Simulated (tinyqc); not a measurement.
Geometry optimisation on the UHF/sto-3g surface (energies and gradients from PySCF), for CH, spin multiplicity 4, step by step. Computed by tinyqc, a small Python program that keeps every step (integrals from PySCF). Settings: charge = 0, multiplicity = 4, basis = sto-3g, optimiser = bfgs, first Hessian = 1.0, largest step = 0.1, iteration cap = 30. Command: `OMP_NUM_THREADS=1 python tinyqc.py 31321 31322 out.jsonl` (the two numbers bound the seeds that draw the settings). One thread of a shared host (Intel(R) Xeon(R) Processor @ 2.60GHz), about 0.2 s of CPU time with the checks.

## Step 1: energy and gradient

positions at the start (bohr), order 1C, 2H:
```
[[0.000000, 0.000000, 0.000000],
 [0.000000, 0.000000, 1.987992]]
```

Self-consistent energy and analytic gradient at these positions.

energy = -37.79143785 hartree

gradient (hartree/bohr), order 1C, 2H:
```
[[0.00000000, 0.00000000, 0.02450131],
 [0.00000000, 0.00000000, -0.02450131]]
```

## Step 1: move

Quasi-Newton step p = -H^(-1) g (first H = 1 times the unit matrix); steps longer than 0.1 bohr are cut back.

positions after step 1 (bohr), order 1C, 2H:
```
[[0.000000, 0.000000, -0.024501],
 [0.000000, 0.000000, 2.012493]]
```

## Step 2: energy and gradient

As before.

energy = -37.79200376 hartree

gradient (hartree/bohr), order 1C, 2H:
```
[[0.00000000, 0.00000000, -0.00085159],
 [0.00000000, 0.00000000, 0.00085159]]
```

## Step 2: move

inverse Hessian in use (bohr^2/hartree):
```
[[1.000000, 0.000000, 0.000000, 0.000000, 0.000000, 0.000000],
 [0.000000, 1.000000, 0.000000, 0.000000, 0.000000, 0.000000],
 [0.000000, 0.000000, 0.983205, 0.000000, 0.000000, 0.016795],
 [0.000000, 0.000000, 0.000000, 1.000000, 0.000000, 0.000000],
 [0.000000, 0.000000, 0.000000, 0.000000, 1.000000, 0.000000],
 [0.000000, 0.000000, 0.016795, 0.000000, 0.000000, 0.983205]]
```

Quasi-Newton step p = -H^(-1) g (the inverse Hessian comes from BFGS updates; coordinates in the order x, y, z of each atom); steps longer than 0.1 bohr are cut back.

positions after step 2 (bohr), order 1C, 2H:
```
[[0.000000, 0.000000, -0.023678],
 [0.000000, 0.000000, 2.011670]]
```

## Step 3: energy and gradient

As before.

energy = -37.79200451 hartree

gradient (hartree/bohr), order 1C, 2H:
```
[[0.00000000, 0.00000000, -0.00005275],
 [0.00000000, 0.00000000, 0.00005275]]
```

## Step 3: move

inverse Hessian in use (bohr^2/hartree):
```
[[1.000000, 0.000000, 0.000000, 0.000000, 0.000000, 0.000000],
 [0.000000, 1.000000, 0.000000, 0.000000, 0.000000, 0.000000],
 [0.000000, 0.000000, 1.015116, 0.000000, 0.000000, -0.015116],
 [0.000000, 0.000000, 0.000000, 1.000000, 0.000000, 0.000000],
 [0.000000, 0.000000, 0.000000, 0.000000, 1.000000, 0.000000],
 [0.000000, 0.000000, -0.015116, 0.000000, 0.000000, 1.015116]]
```

As before.

positions after step 3 (bohr), order 1C, 2H:
```
[[0.000000, 0.000000, -0.023624],
 [0.000000, 0.000000, 2.011616]]
```

## Convergence

Stop when the largest gradient component is below 3e-5 hartree/bohr. The inverse Hessian follows the BFGS update with s = step, y = change of gradient.

Course of the optimisation:
```
step   E (hartree)  largest gradient (hartree/bohr)
1     -37.79143785                         2.45e-02
2     -37.79200376                         8.52e-04
3     -37.79200451                         5.28e-05
4     -37.79200451                         1.24e-07
```

Final distances (angstrom):
```
pair   distance
2H-1C  1.077003
```

Converged in 4 steps.
